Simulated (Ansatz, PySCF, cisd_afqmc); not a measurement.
System: C$_{3}$H$_{3}$, charge 0, doublet. C3H3 (SMILES C1=C[CH]1, doublet).
B3LYP-D3(BJ)/def2-TZVP minimum from Ansatz (a quantum-chemistry and plane-wave program):
```xyz
6

C      0.0018     0.0071     0.8842
C      0.0467    -0.6576    -0.4096
C      0.0561     0.6501    -0.4202
H     -0.7909     0.0189     1.6308
H      0.0705    -1.5781    -0.9660
H      0.0930     1.5610    -0.9914
```
Charge 0, spin multiplicity 2.

Property: enthalpy of formation at 298 K (by atomisation, with ideal-gas terms from PySCF's Hessian at B3LYP-D3(BJ)/def2-TZVP and the atoms' measured values of the G2/97 table; no spin-orbit terms), in kJ/mol. Radicals and triplets start from unrestricted determinants; spin-orbit coupling is neglected. Cores are frozen in correlated methods. Rows without X2C or -DK are non-relativistic. AFQMC/CISD: phaseless, guided by CISD from CCSD amplitudes; bars are statistical, one sigma. Outlying blocks are dropped, and bars are widened where a walk drifts. Over all cases where full CI ran beside it in this data, AFQMC minus full CI had a median of +0.1 mEh and passed +0.4 mEh in a tenth of the cases. CBS(X,Y): correlation extrapolated as X^-3, Hartree-Fock from the larger set (Q,5: extrapolated as (X+1)exp(-9√X)). A bracket is a step between two methods taken in the basis named. The functionals are non-relativistic, so their misses hold any scalar relativity. Double hybrids freeze cores in their MP2 part. 'core' is core correlation in cc-pwCVTZ, 'X2C' scalar relativity in cc-pVTZ-DK, both at CCSD(T). Where a partner has so few electrons that a lower coupled-cluster level is exact, that level stands in.

Measured: 116.4 kcal/mol, 486.8 kJ/mol (Active Thermochemical Tables 1.112 (ions: stationary electron), as tabulated in the package chemicals); atomic spin-orbit terms, which the calculations lack, would raise the computed values.

```
level                                                                                   program  enthalpy of formation at 298 K (kJ/mol)  error against that value
--------------------------------------------------------------------------  -------------------  ---------------------------------------  ------------------------
B2PLYP/def2-TZVPD                                                                        Ansatz                                    503.9                      17.1
MP2/aug-cc-pVDZ                                                                          Ansatz                                    618.1                     131.3
CCSD/aug-cc-pVQZ                                                                         Ansatz                                    564.0                      77.2
CCSD(T)/aug-cc-pVDZ                                                                      Ansatz                                    685.2                     198.4
CCSDT(Q)/cc-pVDZ                                                                         Ansatz                                    692.2                     205.4
CCSD(T)/CBS(cc-pVQZ,cc-pV5Z) + [AFQMC/CISD - CCSD(T)]/cc-pVDZ + core + X2C  Ansatz + cisd_afqmc                              483.1 ± 1.3                      -3.7
CCSD(T)/CBS(cc-pVQZ,cc-pV5Z) + [CCSDT(Q) - CCSD(T)]/cc-pVDZ + core + X2C                 Ansatz                                    483.5                      -3.3
```
